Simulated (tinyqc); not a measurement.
RHF in the sto-3g basis, for HF, spin multiplicity 1, step by step (part 1 of 2). Computed by tinyqc, a small Python program that keeps every step (integrals from PySCF). Settings: charge = 0, multiplicity = 1, basis = sto-3g, energy threshold = 1e-10, iteration cap = 64, orthogonalisation = symmetric, start = random, DIIS depth = 4, method = RHF. Command: `OMP_NUM_THREADS=1 python tinyqc.py 21318 21319 out.jsonl` (the two numbers bound the seeds that draw the settings). One thread of a shared host (Intel(R) Xeon(R) Processor @ 2.60GHz), about 0.06 s of CPU time with the checks. Later iterations appear only in the table of the cycle.

## One-electron integrals

Geometry (angstrom):
```
atom         x         y         z
F     0.000000  0.000000  0.000000
H     0.000000  0.000000  0.842000
```

Basis sto-3g: exponents (1/bohr^2) and contraction coefficients of normalised primitives:
```
element  l (shell)    exponent  coefficient
F            s (1)  166.679130     0.154329
F            s (1)   30.360812     0.535328
F            s (1)    8.216821     0.444635
F            s (2)    6.464803    -0.099967
F            s (2)    1.502281     0.399513
F            s (2)    0.488588     0.700115
F            p (3)    6.464803     0.155916
F            p (3)    1.502281     0.607684
F            p (3)    0.488588     0.391957
H            s (1)    3.425251     0.154329
H            s (1)    0.623914     0.535328
H            s (1)    0.168855     0.444635
```

Overlap, kinetic and nuclear-attraction integrals over the contracted functions; the nuclear repulsion is the sum of Za Zb / Rab.

nuclear repulsion = 5.65628848 hartree

overlap S, order 1F 1s, 1F 2s, 1F 2px, 1F 2py, 1F 2pz, 2H 1s:
$$\begin{pmatrix}
1.000000 & 0.237990 & 0.000000 & 0.000000 & 0.000000 & 0.059024 \\
0.237990 & 1.000000 & 0.000000 & 0.000000 & 0.000000 & 0.500654 \\
0.000000 & 0.000000 & 1.000000 & 0.000000 & 0.000000 & 0.000000 \\
0.000000 & 0.000000 & 0.000000 & 1.000000 & 0.000000 & 0.000000 \\
0.000000 & 0.000000 & 0.000000 & 0.000000 & 1.000000 & 0.373754 \\
0.059024 & 0.500654 & 0.000000 & 0.000000 & 0.373754 & 1.000000
\end{pmatrix}$$

kinetic energy T (hartree), order 1F 1s, 1F 2s, 1F 2px, 1F 2py, 1F 2pz, 2H 1s:
$$\begin{pmatrix}
36.984577 & -0.212858 & 0.000000 & 0.000000 & 0.000000 & 0.006957 \\
-0.212858 & 1.037995 & 0.000000 & 0.000000 & 0.000000 & 0.173007 \\
0.000000 & 0.000000 & 3.248015 & 0.000000 & 0.000000 & 0.000000 \\
0.000000 & 0.000000 & 0.000000 & 3.248015 & 0.000000 & 0.000000 \\
0.000000 & 0.000000 & 0.000000 & 0.000000 & 3.248015 & 0.338081 \\
0.006957 & 0.173007 & 0.000000 & 0.000000 & 0.338081 & 0.760032
\end{pmatrix}$$

nuclear attraction V (hartree), order 1F 1s, 1F 2s, 1F 2px, 1F 2py, 1F 2pz, 2H 1s:
$$\begin{pmatrix}
-77.638056 & -9.326380 & 0.000000 & 0.000000 & -0.017859 & -2.390518 \\
-9.326380 & -12.161195 & 0.000000 & 0.000000 & -0.207987 & -4.840193 \\
0.000000 & 0.000000 & -12.020829 & 0.000000 & 0.000000 & 0.000000 \\
0.000000 & 0.000000 & 0.000000 & -12.020829 & 0.000000 & 0.000000 \\
-0.017859 & -0.207987 & 0.000000 & 0.000000 & -12.163458 & -3.242643 \\
-2.390518 & -4.840193 & 0.000000 & 0.000000 & -3.242643 & -6.559935
\end{pmatrix}$$

core Hamiltonian H = T + V (hartree), order 1F 1s, 1F 2s, 1F 2px, 1F 2py, 1F 2pz, 2H 1s:
$$\begin{pmatrix}
-40.653479 & -9.539237 & 0.000000 & 0.000000 & -0.017859 & -2.383561 \\
-9.539237 & -11.123200 & 0.000000 & 0.000000 & -0.207987 & -4.667186 \\
0.000000 & 0.000000 & -8.772815 & 0.000000 & 0.000000 & 0.000000 \\
0.000000 & 0.000000 & 0.000000 & -8.772815 & 0.000000 & 0.000000 \\
-0.017859 & -0.207987 & 0.000000 & 0.000000 & -8.915443 & -2.904563 \\
-2.383561 & -4.667186 & 0.000000 & 0.000000 & -2.904563 & -5.799904
\end{pmatrix}$$

## Two-electron integrals

Functions are numbered as in S; the eight-fold symmetry (ij|kl) = (ji|kl) = (kl|ij) leaves the list below.

Two-electron integrals (ij|kl) in chemists' order, unique and non-zero (hartree):
```
(11|11) 5.403501   (21|11) 0.841920   (21|21) 0.156299   (22|11) 1.268028
(22|21) 0.292344   (22|22) 0.926167   (31|31) 0.027998   (32|31) 0.043169
(32|32) 0.204588   (33|11) 1.264502   (33|21) 0.292403   (33|22) 0.925959
(33|33) 0.997514   (41|41) 0.027998   (42|41) 0.043169   (42|42) 0.204588
(43|43) 0.053770   (44|11) 1.264502   (44|21) 0.292403   (44|22) 0.925959
(44|33) 0.889973   (44|44) 0.997514   (51|51) 0.027998   (52|51) 0.043169
(52|52) 0.204588   (53|53) 0.053770   (54|54) 0.053770   (55|11) 1.264502
(55|21) 0.292403   (55|22) 0.925959   (55|33) 0.889973   (55|44) 0.889973
(55|55) 0.997514   (61|11) 0.212777   (61|21) 0.039113   (61|22) 0.072515
(61|33) 0.072413   (61|44) 0.072413   (61|51) 0.001561   (61|52) 0.002907
(61|55) 0.072730   (61|61) 0.009885   (62|11) 0.484095   (62|21) 0.112873
(62|22) 0.392726   (62|33) 0.387398   (62|44) 0.387398   (62|51) 0.007533
(62|52) 0.056295   (62|55) 0.403018   (62|61) 0.028548   (62|62) 0.196612
(63|31) 0.012464   (63|32) 0.071378   (63|53) 0.012131   (63|63) 0.030784
(64|41) 0.012464   (64|42) 0.071378   (64|54) 0.012131   (64|64) 0.030784
(65|11) 0.304448   (65|21) 0.071977   (65|22) 0.268379   (65|33) 0.256499
(65|44) 0.256499   (65|51) 0.016754   (65|52) 0.108707   (65|55) 0.291846
(65|61) 0.019053   (65|62) 0.164635   (65|65) 0.167938   (66|11) 0.591569
(66|21) 0.140176   (66|22) 0.557297   (66|33) 0.537618   (66|44) 0.537618
(66|51) 0.013124   (66|52) 0.132817   (66|55) 0.596007   (66|61) 0.035761
(66|62) 0.338820   (66|65) 0.329656   (66|66) 0.774606
```

## Orthogonalisation

S = U s U^T; symmetric (Loewdin) form X = U s^(-1/2) U^T, so that X^T S X = 1.

eigenvalues of S: [0.360358, 0.846389, 1.000000, 1.000000, 1.119520, 1.673733]

X, order 1F 1s, 1F 2s, 1F 2px, 1F 2py, 1F 2pz, 2H 1s:
$$\begin{pmatrix}
1.023512 & -0.135876 & 0.000000 & 0.000000 & -0.009085 & 0.024985 \\
-0.135876 & 1.162004 & 0.000000 & 0.000000 & 0.102318 & -0.346481 \\
0.000000 & 0.000000 & 1.000000 & 0.000000 & 0.000000 & 0.000000 \\
0.000000 & 0.000000 & 0.000000 & 1.000000 & 0.000000 & 0.000000 \\
-0.009085 & 0.102318 & 0.000000 & 0.000000 & 1.074868 & -0.254340 \\
0.024985 & -0.346481 & 0.000000 & 0.000000 & -0.254340 & 1.210491
\end{pmatrix}$$

## Starting guess

The start is random orthonormal orbitals; D = 2 C_occ C_occ^T.

D at the start, order 1F 1s, 1F 2s, 1F 2px, 1F 2py, 1F 2pz, 2H 1s:
$$\begin{pmatrix}
1.396876 & 0.248107 & 0.067578 & 0.305633 & -0.654694 & -0.263326 \\
0.248107 & 1.991612 & -0.079008 & -0.357325 & 1.309939 & -1.149024 \\
0.067578 & -0.079008 & 1.993800 & -0.028039 & 0.052848 & 0.043462 \\
0.305633 & -0.357325 & -0.028039 & 1.873188 & 0.239013 & 0.196562 \\
-0.654694 & 1.309939 & 0.052848 & 0.239013 & 2.010678 & -1.604349 \\
-0.263326 & -1.149024 & 0.043462 & 0.196562 & -1.604349 & 2.996627
\end{pmatrix}$$

## Iteration 1: building the Fock matrix

J_ij = sum D_kl (ij|kl), K_ij = sum D_kl (ik|jl); F = H + J - 0.5 K; E = tr D H + tr D J / 2 - 0.25 tr D K + E_nn.

Coulomb J (hartree), order 1F 1s, 1F 2s, 1F 2px, 1F 2py, 1F 2pz, 2H 1s:
$$\begin{pmatrix}
17.494832 & 3.463615 & -0.001954 & -0.008837 & 0.043874 & 0.868101 \\
3.463615 & 9.071557 & -0.020289 & -0.091761 & 0.397762 & 3.980608 \\
-0.001954 & -0.020289 & 9.060594 & -0.003015 & 0.006738 & -0.005636 \\
-0.008837 & -0.091761 & -0.003015 & 9.047624 & 0.030472 & -0.025491 \\
0.043874 & 0.397762 & 0.006738 & 0.030472 & 9.087900 & 2.897667 \\
0.868101 & 3.980608 & -0.005636 & -0.025491 & 2.897667 & 6.079924
\end{pmatrix}$$

exchange K (hartree), order 1F 1s, 1F 2s, 1F 2px, 1F 2py, 1F 2pz, 2H 1s:
$$\begin{pmatrix}
8.264307 & 2.083416 & 0.064521 & 0.291806 & -0.659705 & 0.340823 \\
2.083416 & 2.857048 & -0.046706 & -0.211233 & 0.539620 & 1.381074 \\
0.064521 & -0.046706 & 2.548399 & -0.026462 & 0.061550 & 0.008389 \\
0.291806 & -0.211233 & -0.026462 & 2.434572 & 0.278369 & 0.037941 \\
-0.659705 & 0.539620 & 0.061550 & 0.278369 & 1.989763 & 0.774320 \\
0.340823 & 1.381074 & 0.008389 & 0.037941 & 0.774320 & 1.748616
\end{pmatrix}$$

Fock matrix F (hartree), order 1F 1s, 1F 2s, 1F 2px, 1F 2py, 1F 2pz, 2H 1s:
$$\begin{pmatrix}
-27.290801 & -7.117331 & -0.034214 & -0.154740 & 0.355868 & -1.685872 \\
-7.117331 & -3.480167 & 0.003064 & 0.013856 & -0.080034 & -1.377116 \\
-0.034214 & 0.003064 & -0.986420 & 0.010216 & -0.024037 & -0.009831 \\
-0.154740 & 0.013856 & 0.010216 & -0.942477 & -0.108712 & -0.044461 \\
0.355868 & -0.080034 & -0.024037 & -0.108712 & -0.822424 & -0.394056 \\
-1.685872 & -1.377116 & -0.009831 & -0.044461 & -0.394056 & -0.594287
\end{pmatrix}$$

total energy of this density = -86.05322971 hartree

## Iteration 1: diagonalisation and new density

Diagonalise F' = X^T F X, C = X C', fill 5 alpha and 5 beta electrons from the bottom; D = 2 C_occ C_occ^T. Each column has its largest component positive (the first on a tie).

F' = X^T F X (hartree):
$$\begin{pmatrix}
-26.757761 & -3.709285 & -0.035462 & -0.160384 & 0.339764 & -0.273689 \\
-3.709285 & -2.086253 & 0.009156 & 0.041408 & -0.020038 & -0.631565 \\
-0.035462 & 0.009156 & -0.986420 & 0.010216 & -0.022712 & -0.007703 \\
-0.160384 & 0.041408 & 0.010216 & -0.942477 & -0.102719 & -0.034837 \\
0.339764 & -0.020038 & -0.022712 & -0.102719 & -0.759294 & -0.261827 \\
-0.273689 & -0.631565 & -0.007703 & -0.034837 & -0.261827 & 0.041591
\end{pmatrix}$$

orbital energies (hartree): MO1 -27.313197, MO2 -1.757226, MO3 -1.006041, MO4 -0.988678, MO5 -0.716458, MO6 0.290986

coefficients C, order 1F 1s, 1F 2s, 1F 2px, 1F 2py, 1F 2pz, 2H 1s:
$$\begin{pmatrix}
0.993033 & -0.260289 & 0.017591 & 0.000000 & 0.062798 & 0.092888 \\
0.029136 & 0.994793 & -0.071450 & 0.000000 & -0.185746 & -0.684956 \\
0.001273 & -0.009242 & 0.188787 & 0.976417 & -0.104212 & -0.004802 \\
0.005756 & -0.041800 & 0.853816 & -0.215895 & -0.471313 & -0.021717 \\
-0.010740 & 0.170405 & 0.468443 & 0.000000 & 0.856348 & -0.498656 \\
-0.006715 & 0.031153 & 0.035155 & 0.000000 & 0.001681 & 1.283899
\end{pmatrix}$$

D after iteration 1, order 1F 1s, 1F 2s, 1F 2px, 1F 2py, 1F 2pz, 2H 1s:
$$\begin{pmatrix}
2.116234 & -0.485844 & 0.000892 & 0.004035 & 0.013996 & -0.028106 \\
-0.485844 & 2.060137 & -0.006578 & -0.029751 & -0.046656 & 0.055943 \\
0.000892 & -0.006578 & 1.999954 & -0.000209 & -0.004789 & 0.012330 \\
0.004035 & -0.029751 & -0.000209 & 1.999057 & -0.021659 & 0.055765 \\
0.013996 & -0.046656 & -0.004789 & -0.021659 & 1.963848 & 0.046576 \\
-0.028106 & 0.055943 & 0.012330 & 0.055765 & 0.046576 & 0.004509
\end{pmatrix}$$

## Iteration 2: building the Fock matrix

As before.

Coulomb J (hartree), order 1F 1s, 1F 2s, 1F 2px, 1F 2py, 1F 2pz, 2H 1s:
$$\begin{pmatrix}
20.842580 & 3.993419 & -0.000211 & -0.000953 & -0.000869 & 0.998429 \\
3.993419 & 9.896148 & -0.000854 & -0.003864 & -0.001022 & 4.096739 \\
-0.000211 & -0.000854 & 9.886911 & -0.000022 & -0.000216 & -0.000274 \\
-0.000953 & -0.003864 & -0.000022 & 9.886814 & -0.000976 & -0.001239 \\
-0.000869 & -0.001022 & -0.000216 & -0.000976 & 9.888313 & 2.750928 \\
0.998429 & 4.096739 & -0.000274 & -0.001239 & 2.750928 & 5.642282
\end{pmatrix}$$

exchange K (hartree), order 1F 1s, 1F 2s, 1F 2px, 1F 2py, 1F 2pz, 2H 1s:
$$\begin{pmatrix}
11.098538 & 1.945657 & -0.000008 & -0.000036 & 0.002276 & 0.506136 \\
1.945657 & 3.218382 & -0.001481 & -0.006697 & -0.007545 & 1.339415 \\
-0.000008 & -0.001481 & 2.655404 & -0.000197 & -0.001207 & 0.002780 \\
-0.000036 & -0.006697 & -0.000197 & 2.654557 & -0.005460 & 0.012572 \\
0.002276 & -0.007545 & -0.001207 & -0.005460 & 2.651939 & 0.766039 \\
0.506136 & 1.339415 & 0.002780 & 0.012572 & 0.766039 & 0.906409
\end{pmatrix}$$

Fock matrix F (hartree), order 1F 1s, 1F 2s, 1F 2px, 1F 2py, 1F 2pz, 2H 1s:
$$\begin{pmatrix}
-25.360168 & -6.518646 & -0.000207 & -0.000935 & -0.019866 & -1.638200 \\
-6.518646 & -2.836243 & -0.000114 & -0.000516 & -0.205236 & -1.240154 \\
-0.000207 & -0.000114 & -0.213606 & 0.000076 & 0.000388 & -0.001664 \\
-0.000935 & -0.000516 & 0.000076 & -0.213279 & 0.001754 & -0.007525 \\
-0.019866 & -0.205236 & 0.000388 & 0.001754 & -0.353099 & -0.536654 \\
-1.638200 & -1.240154 & -0.001664 & -0.007525 & -0.536654 & -0.610826
\end{pmatrix}$$

total energy of this density = -98.21438388 hartree

## Iteration 2: DIIS over 2 matrices

error matrix X^T (FDS - SDF) X:
$$\begin{pmatrix}
0.000000 & 0.010520 & 0.000363 & 0.001643 & -0.006275 & -0.063559 \\
-0.010520 & 0.000000 & -0.001973 & -0.008922 & 0.147555 & 0.310275 \\
-0.000363 & 0.001973 & 0.000000 & 0.000000 & 0.003919 & -0.001205 \\
-0.001643 & 0.008922 & 0.000000 & 0.000000 & 0.017723 & -0.005448 \\
0.006275 & -0.147555 & -0.003919 & -0.017723 & 0.000000 & 0.706451 \\
0.063559 & -0.310275 & 0.001205 & 0.005448 & -0.706451 & 0.000000
\end{pmatrix}$$

B (overlaps of the stored error matrices):
$$\begin{pmatrix}
8.7342778e+02 & -2.2080370e-01 \\
-2.2080370e-01 & 1.2435041e+00
\end{pmatrix}$$

Minimise |sum c_i e_i|^2 with sum c_i = 1: solve [B -1; -1 0][c; lambda] = [0; -1] with B_ij = tr e_i^T e_j, and take F = sum c_i F_i.

DIIS coefficients: [0.001673, 0.998327]

extrapolated F (hartree), order 1F 1s, 1F 2s, 1F 2px, 1F 2py, 1F 2pz, 2H 1s:
$$\begin{pmatrix}
-25.363399 & -6.519648 & -0.000264 & -0.001192 & -0.019238 & -1.638280 \\
-6.519648 & -2.837321 & -0.000109 & -0.000492 & -0.205027 & -1.240383 \\
-0.000264 & -0.000109 & -0.214899 & 0.000093 & 0.000347 & -0.001677 \\
-0.001192 & -0.000492 & 0.000093 & -0.214499 & 0.001569 & -0.007587 \\
-0.019238 & -0.205027 & 0.000347 & 0.001569 & -0.353884 & -0.536416 \\
-1.638280 & -1.240383 & -0.001677 & -0.007587 & -0.536416 & -0.610799
\end{pmatrix}$$

## Iteration 2: diagonalisation and new density

As before.

F' = X^T F X (hartree):
$$\begin{pmatrix}
-24.884767 & -3.401381 & -0.000300 & -0.001357 & -0.034043 & -0.276726 \\
-3.401381 & -1.483293 & 0.000526 & 0.002380 & 0.005195 & -0.658930 \\
-0.000300 & 0.000526 & -0.214899 & 0.000093 & 0.000791 & -0.002088 \\
-0.001357 & 0.002380 & 0.000093 & -0.214499 & 0.003577 & -0.009442 \\
-0.034043 & 0.005195 & 0.000791 & 0.003577 & -0.162487 & -0.532067 \\
-0.276726 & -0.658930 & -0.002088 & -0.009442 & -0.532067 & 0.074315
\end{pmatrix}$$

orbital energies (hartree): MO1 -25.374486, MO2 -1.319745, MO3 -0.418601, MO4 -0.214919, MO5 -0.214585, MO6 0.656707

coefficients C, order 1F 1s, 1F 2s, 1F 2px, 1F 2py, 1F 2pz, 2H 1s:
$$\begin{pmatrix}
0.994274 & -0.239199 & 0.106938 & 0.000000 & 0.000485 & 0.097534 \\
0.024877 & 0.875643 & -0.518869 & 0.000000 & -0.004687 & -0.680161 \\
0.000010 & 0.000275 & 0.001894 & 0.976417 & 0.215871 & -0.002578 \\
0.000045 & 0.001242 & 0.008564 & -0.215895 & 0.976309 & -0.011661 \\
0.003523 & 0.190092 & 0.749837 & 0.000000 & -0.016314 & -0.794929 \\
-0.007145 & 0.201051 & 0.402318 & 0.000000 & 0.010589 & 1.203415
\end{pmatrix}$$

D after iteration 2, order 1F 1s, 1F 2s, 1F 2px, 1F 2py, 1F 2pz, 2H 1s:
$$\begin{pmatrix}
2.114465 & -0.480416 & 0.000503 & 0.002275 & 0.076423 & -0.024335 \\
-0.480416 & 2.073231 & -0.003507 & -0.015863 & -0.444899 & -0.065856 \\
0.000503 & -0.003507 & 1.999987 & -0.000060 & -0.004099 & 0.006206 \\
0.002275 & -0.015863 & -0.000060 & 1.999728 & -0.018540 & 0.028066 \\
0.076423 & -0.444899 & -0.004099 & -0.018540 & 1.197339 & 0.679386 \\
-0.024335 & -0.065856 & 0.006206 & 0.028066 & 0.679386 & 0.404889
\end{pmatrix}$$

## Iteration 3: building the Fock matrix

As before.

Coulomb J (hartree), order 1F 1s, 1F 2s, 1F 2px, 1F 2py, 1F 2pz, 2H 1s:
$$\begin{pmatrix}
20.396249 & 3.893550 & -0.000120 & -0.000543 & -0.007121 & 0.973161 \\
3.893550 & 9.667778 & -0.000506 & -0.002288 & 0.018484 & 4.046052 \\
-0.000120 & -0.000506 & 9.664488 & -0.000006 & -0.000290 & -0.000206 \\
-0.000543 & -0.002288 & -0.000006 & 9.664460 & -0.001313 & -0.000930 \\
-0.007121 & 0.018484 & -0.000290 & -0.001313 & 9.647768 & 2.751244 \\
0.973161 & 4.046052 & -0.000206 & -0.000930 & 2.751244 & 5.734530
\end{pmatrix}$$

exchange K (hartree), order 1F 1s, 1F 2s, 1F 2px, 1F 2py, 1F 2pz, 2H 1s:
$$\begin{pmatrix}
11.076734 & 1.920098 & 0.000000 & -0.000001 & 0.005611 & 0.501081 \\
1.920098 & 3.131885 & -0.000949 & -0.004294 & -0.086333 & 1.370293 \\
0.000000 & -0.000949 & 2.627739 & -0.000057 & -0.002202 & 0.000860 \\
-0.000001 & -0.004294 & -0.000057 & 2.627495 & -0.009957 & 0.003888 \\
0.005611 & -0.086333 & -0.002202 & -0.009957 & 2.300721 & 0.924244 \\
0.501081 & 1.370293 & 0.000860 & 0.003888 & 0.924244 & 1.296911
\end{pmatrix}$$

Fock matrix F (hartree), order 1F 1s, 1F 2s, 1F 2px, 1F 2py, 1F 2pz, 2H 1s:
$$\begin{pmatrix}
-25.795597 & -6.605737 & -0.000120 & -0.000542 & -0.027786 & -1.660940 \\
-6.605737 & -3.021364 & -0.000031 & -0.000141 & -0.146336 & -1.306280 \\
-0.000120 & -0.000031 & -0.422196 & 0.000022 & 0.000811 & -0.000635 \\
-0.000542 & -0.000141 & 0.000022 & -0.422102 & 0.003666 & -0.002874 \\
-0.027786 & -0.146336 & 0.000811 & 0.003666 & -0.418036 & -0.615441 \\
-1.660940 & -1.306280 & -0.000635 & -0.002874 & -0.615441 & -0.713829
\end{pmatrix}$$

total energy of this density = -98.54258588 hartree

## Iteration 3: DIIS over 3 matrices

error matrix X^T (FDS - SDF) X:
$$\begin{pmatrix}
0.000000 & -0.002344 & 0.000074 & 0.000335 & -0.008276 & 0.004329 \\
0.002344 & 0.000000 & -0.000886 & -0.004007 & 0.039123 & 0.018450 \\
-0.000074 & 0.000886 & 0.000000 & 0.000000 & 0.001894 & -0.002219 \\
-0.000335 & 0.004007 & 0.000000 & 0.000000 & 0.008564 & -0.010034 \\
0.008276 & -0.039123 & -0.001894 & -0.008564 & 0.000000 & 0.137387 \\
-0.004329 & -0.018450 & 0.002219 & 0.010034 & -0.137387 & 0.000000
\end{pmatrix}$$

B (overlaps of the stored error matrices):
$$\begin{pmatrix}
8.7342778e+02 & -2.2080370e-01 & 1.0660406e-01 \\
-2.2080370e-01 & 1.2435041e+00 & 2.1712240e-01 \\
1.0660406e-01 & 2.1712240e-01 & 4.2076782e-02
\end{pmatrix}$$

As before.

DIIS coefficients: [-0.000192, -0.205726, 1.205919]

extrapolated F (hartree), order 1F 1s, 1F 2s, 1F 2px, 1F 2py, 1F 2pz, 2H 1s:
$$\begin{pmatrix}
-25.884889 & -6.623555 & -0.000095 & -0.000432 & -0.029489 & -1.665614 \\
-6.623555 & -3.059361 & -0.000015 & -0.000066 & -0.134231 & -1.319871 \\
-0.000095 & -0.000015 & -0.465000 & 0.000009 & 0.000902 & -0.000422 \\
-0.000432 & -0.000066 & 0.000009 & -0.464962 & 0.004081 & -0.001909 \\
-0.029489 & -0.134231 & 0.000902 & 0.004081 & -0.431318 & -0.631692 \\
-1.665614 & -1.319871 & -0.000422 & -0.001909 & -0.631692 & -0.735042
\end{pmatrix}$$

## Iteration 3: diagonalisation and new density

As before.

F' = X^T F X (hartree):
$$\begin{pmatrix}
-25.406799 & -3.417774 & -0.000114 & -0.000518 & -0.055862 & -0.280377 \\
-3.417774 & -1.690340 & 0.000235 & 0.001061 & 0.115141 & -0.682173 \\
-0.000114 & 0.000235 & -0.465000 & 0.000009 & 0.001077 & -0.000738 \\
-0.000518 & 0.001061 & 0.000009 & -0.464962 & 0.004869 & -0.003336 \\
-0.055862 & 0.115141 & 0.001077 & 0.004869 & -0.190284 & -0.640260 \\
-0.280377 & -0.682173 & -0.000738 & -0.003336 & -0.640260 & -0.001632
\end{pmatrix}$$

orbital energies (hartree): MO1 -25.894978, MO2 -1.498495, MO3 -0.619022, MO4 -0.465002, MO5 -0.464962, MO6 0.723441

coefficients C, order 1F 1s, 1F 2s, 1F 2px, 1F 2py, 1F 2pz, 2H 1s:
$$\begin{pmatrix}
0.994589 & -0.244941 & 0.092630 & 0.000000 & 0.001610 & 0.094648 \\
0.023567 & 0.906818 & -0.488027 & 0.000000 & -0.009434 & -0.661892 \\
0.000004 & -0.000040 & -0.002816 & 0.976417 & 0.215874 & -0.001056 \\
0.000016 & -0.000180 & -0.012734 & -0.215895 & 0.976322 & -0.004774 \\
0.003697 & 0.119496 & 0.712140 & 0.000000 & 0.005193 & -0.842092 \\
-0.006814 & 0.181815 & 0.490580 & 0.000000 & 0.012169 & 1.173342
\end{pmatrix}$$

D after iteration 3, order 1F 1s, 1F 2s, 1F 2px, 1F 2py, 1F 2pz, 2H 1s:
$$\begin{pmatrix}
2.115574 & -0.487799 & 0.000200 & 0.000904 & 0.080763 & -0.011697 \\
-0.487799 & 2.122266 & -0.001397 & -0.006320 & -0.478288 & -0.149636 \\
0.000200 & -0.001397 & 1.999998 & -0.000010 & -0.001778 & 0.002477 \\
0.000904 & -0.006320 & -0.000010 & 1.999954 & -0.008040 & 0.011203 \\
0.080763 & -0.478288 & -0.001778 & -0.008040 & 1.042926 & 0.742251 \\
-0.011697 & -0.149636 & 0.002477 & 0.011203 & 0.742251 & 0.547840
\end{pmatrix}$$
